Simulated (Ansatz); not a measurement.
# C2H5NO: the cost of one run

Program: Ansatz 0.2.0, Gaussian basis. Level of theory: the settings change from run to run. These are calculated values, not measurements.

### Step 1. The geometry

The structure was relaxed beforehand with PBE0-D4 in a triple-zeta def2 set.

SMILES `C=C(N)O`, 9 atoms, charge 0, spin multiplicity 1.

Atoms are counted from 1 here; the program's logs count them from 0.

Bond lengths: C1–C2 1.338 Å, C1–H5 1.080 Å, C1–H6 1.081 Å, C2–N3 1.376 Å, C2–O4 1.355 Å, N3–H7 1.008 Å, N3–H8 1.006 Å, O4–H9 0.961 Å. Angles: C2–C1–H5 120.9°, C2–C1–H6 120.9°, H5–C1–H6 118.1°, C1–C2–N3 126.3°, C1–C2–O4 124.2°, N3–C2–O4 109.5°, C2–N3–H7 113.9°, C2–N3–H8 114.7°, H7–N3–H8 113.4°, C2–O4–H9 108.3°.

### Step 2. B2PLYP/def2-TZVP

Set apart from the defaults: density fitting with cc-pVTZ-jkfit, high accuracy.

Input file in.yaml:

```yaml
crystal:
  periodic: [false, false, false]
  atoms:
    - {symbol: C, position_ang: [0.245899, 1.129821, -0.311510]}
    - {symbol: C, position_ang: [-0.066001, -0.081609, 0.164134]}
    - {symbol: N, position_ang: [0.556530, -1.266495, -0.155389]}
    - {symbol: O, position_ang: [-1.028879, -0.312096, 1.089520]}
    - {symbol: H, position_ang: [1.008860, 1.250124, -1.066523]}
    - {symbol: H, position_ang: [-0.234094, 2.018400, 0.074664]}
    - {symbol: H, position_ang: [-0.048264, -2.071649, -0.109601]}
    - {symbol: H, position_ang: [1.116152, -1.235189, -0.990394]}
    - {symbol: H, position_ang: [-1.461802, 0.522293, 1.288002]}
basis:
  gaussian: {orbitals: def2-TZVP, fitting: {mean_field: cc-pVTZ-jkfit}}
hamiltonian: {xc: {name: B2PLYP}}
accuracy: high
output: {forces: true}
```

Launch:

```console
> ansatz run in.yaml --threads 2 --pin off --events-out ev --progress --plain --max-ram 4352MiB
```

What time and memory should one allow on 2 threads of Arm Neoverse N1, shared host?

About 25 s, with a peak of 0.27 GiB.
